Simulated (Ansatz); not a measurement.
**BeBH (triplet): B2PLYP, RPA-PBE over a scan of the distance B1–Be2, cc-pVDZ**

Aim: run BeBH (triplet) with these functionals over a scan of the distance B1–Be2, and hold them against the top wave-function level at the same points.

Program: Ansatz 0.2.0, Gaussian basis. Level of theory: cc-pVDZ, all electrons in the functionals, frozen cores in the correlation of double hybrids and RPA. These are calculated values, not measurements.

The runs, in order: B2PLYP, RPA-PBE, at 1.426 Å; 1.622 Å; 1.813 Å; 2.002 Å; 2.242 Å; 2.460 Å; 2.895 Å; 3.362 Å; 4.044 Å; 4.943 Å; 6.251 Å.

23 further runs of the same task are left out: 10 for a known fault of the program, 11 that didn't finish, 2 set aside as unsound or not needed.

### Step 1. The system

The geometry derives from a PBE0/def2-TZVP stationary point (not a proven minimum). One bond is set to the value named and the two fragments are kept rigid.

3 atoms, charge 0, spin multiplicity 3.

Atoms are counted from 1 here; the program's logs count them from 0.

Bond lengths: B1–Be2 1.813 Å, B1–H3 1.189 Å. Angles: Be2–B1–H3 180.0°.

As a file:

```
B     0.0000    0.0000    0.2078
Be    0.0000    0.0000   -1.6050
H     0.0000    0.0000    1.3972
```

No dispersion term is added.

The geometry shown and the zero of energy belong to the point 1.813 Å. The yardstick, FCI, and other wave-function levels (R restricted, U unrestricted, valence and pair active spaces) come from earlier runs.

### Step 2. B2PLYP, 1.426 Å

File in.yaml:

```yaml
crystal:
  periodic: [false, false, false]
  atoms:
    - {symbol: B, position_ang: [0.000000, 0.000000, 0.078868]}
    - {symbol: Be, position_ang: [0.000000, 0.000000, -1.347132]}
    - {symbol: H, position_ang: [0.000000, 0.000000, 1.268263]}
basis:
  gaussian: {orbitals: cc-pVDZ}
magnetization: {spin_polarized: true, initial_magnetization: 2}
hamiltonian: {xc: {name: B2PLYP}}
correlation: {electrons: outside_noble_gas}
```

The run is started by

```sh
> ansatz run in.yaml --threads 1 --pin off --events-out ev --progress --plain --max-ram 2393MiB
```

The runs that follow: B2PLYP, 1.622 Å; B2PLYP, 1.813 Å; B2PLYP, 2.002 Å; B2PLYP, 2.242 Å; B2PLYP, 2.460 Å; B2PLYP, 2.895 Å; B2PLYP, 3.362 Å; B2PLYP, 4.044 Å; B2PLYP, 4.943 Å; B2PLYP, 6.251 Å; RPA-PBE, 1.426 Å; RPA-PBE, 1.622 Å; RPA-PBE, 1.813 Å; RPA-PBE, 2.002 Å; RPA-PBE, 2.242 Å; RPA-PBE, 2.460 Å; RPA-PBE, 2.895 Å; RPA-PBE, 3.362 Å; RPA-PBE, 4.044 Å; RPA-PBE, 4.943 Å; RPA-PBE, 6.251 Å.

**Question.** What will the summary of the whole plan be? Wanted: span of the FCI curve; largest miss, B2PLYP; largest miss, RPA-PBE.

**Answer**, as computed:

| quantity | value |
| --- | --- |
| span of the FCI curve | 53.3 kcal/mol |
| largest miss, B2PLYP | +9.2 kcal/mol (4.943 Å) |
| largest miss, RPA-PBE | +2.9 kcal/mol (1.426 Å) |

Of the functionals, RPA-PBE keep the smallest largest miss at the points compared (at most 2.9 kcal/mol) and B2PLYP strays most (9.2 kcal/mol, at 4.943 Å). Functionals and the yardstick converge differently with the basis, so part of each miss in cc-pVDZ is the basis.
